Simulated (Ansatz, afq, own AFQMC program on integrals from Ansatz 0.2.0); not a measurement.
**HSCl, triplet: AFQMC among the cluster methods**

```xyz
3

Cl    0.0000    0.0000   -1.4843
H     0.0000    0.0000   -0.0183
S     0.0000    0.0000    1.5027
```

Connectivity, by distances: Cl ··· S, 1 bridging H.

Basis cc-pVTZ. Only valence electrons are correlated. Ansatz 0.2.0 and our own AFQMC program on the same integrals; the CISD trial comes from CCSD amplitudes, and released means the phaseless constraint is let go. Error bars are statistical, one sigma.

Determinant: UHF, the one that the program's search chose, which needn't be the lowest solution. The geometry is a point of a scan.

No full CI on the walks' own integrals is used here; CCSDT(Q) serves as the reference and is uncertain by about the last step of the cluster series.

Cautions: lower spins were not checked; the search met a lower determinant of the same kind, perhaps of another symmetry (10 meV lower).

* T1 diagnostic: 0.0145
* weight of the determinant in the CISD state: 0.851
* ⟨S²⟩ of the determinant: 2.049
* size of the correlated space: 14 electrons in 72 orbitals

Reference: CCSDT(Q), correlation energy -10.755 eV. The released energy is read at 2.40 1/Eh (meV from the phaseless value at times in 1/Eh: -7 ± 4 at 0.24, -22 ± 5 at 0.51, -21 ± 5 at 0.99, -34 ± 7 at 1.62, -27 ± 9 at 2.40).

| level | E − E(reference) (kJ/mol) | share of correlation (%) |
| --- | --- | --- |
| HF | 1037.7 | 0.00 |
| MP2 | 156.1 | 84.95 |
| CCSD | 46.1 | 95.56 |
| CCSD(T) | 5.7 | 99.45 |
| CCSDT | 1.9 | 99.82 |
| ph-AFQMC/CISD | 2.7 ± 0.5 | 99.74 |
| released AFQMC | 0.1 ± 0.9 | 99.99 |

A walk keeps the symmetry of its determinant, which the program's search chose and which needn't be the lowest solution, so a lower state of the same spin and another symmetry isn't excluded. Released energies are given only where the last usable release times agree within the noise; a slower fall can still hide under it.
